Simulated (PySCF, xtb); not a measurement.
ClNa, SMILES [Na][Cl] (connectivity only; charge and spin as stated), charge +1, multiplicity 2.

Harmonic wavenumbers (cm⁻¹) from GFN2-xTB (xtb 6.7.1) at its own minimum, in rising order: 89.

Task: What does PBE0-D3(BJ)/def2-TZVPD in PySCF give at its own minimum? (An estimate is asked for; the answer gives what the named calculation found.)

Result: 149. Paired by order, the mean absolute difference is 60 cm⁻¹ and the zero-point energies are 0.1 and 0.2 kcal/mol.
